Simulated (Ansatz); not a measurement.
System: BaBiO₂Cl (Cmcm, No. 63; cell taken from a computed entry). Method: LDA (PAW; Ansatz, a quantum-chemistry and plane-wave program).

Settings: plane-wave cutoff 520 eV, 6×6×6 k mesh, Fermi–Dirac smearing 0.01 eV, scalar-relativistic PAW data made under PBE.

Cell (relaxed with PBEsol):

```cif
data_Ba2Bi2Cl2O4
_chemical_formula_sum 'Ba2 Bi2 Cl2 O4'
_space_group_name_H-M_alt 'P 1'
_space_group_IT_number 1
_cell_length_a 7.05621
_cell_length_b 7.05621
_cell_length_c 5.68597
_cell_angle_alpha 90.000
_cell_angle_beta 90.000
_cell_angle_gamma 130.969
loop_
_space_group_symop_operation_xyz
  'x, y, z'
loop_
_atom_site_label
_atom_site_type_symbol
_atom_site_fract_x
_atom_site_fract_y
_atom_site_fract_z
_atom_site_occupancy
Ba1 Ba 0.61900 0.38100 0.25000 1
Ba2 Ba 0.38100 0.61900 0.75000 1
Bi1 Bi 0.92244 0.07756 0.25000 1
Bi2 Bi 0.07756 0.92244 0.75000 1
Cl1 Cl 0.25383 0.74617 0.25000 1
Cl2 Cl 0.74617 0.25383 0.75000 1
O1 O 0.77099 0.77099 0.00000 1
O2 O 0.22901 0.22901 0.00000 1
O3 O 0.22901 0.22901 0.50000 1
O4 O 0.77099 0.77099 0.50000 1
```

### Question
Estimate the band gap, smallest direct gap on the k points sampled and Γ–Γ gap that the calculation returns.

### Answer

* **band gap**: 3.19 eV
* **smallest direct gap on the k points sampled**: 3.23 eV
* **Γ–Γ gap**: 3.86 eV

Note: cell and atoms aren't relaxed at this level (pressure -2.5 GPa); this cell isn't known to be the ambient phase, and symmetry holds it in the calculation.

Spin–orbit coupling is not included; with these elements it can move the gap by several tenths of an eV or more.
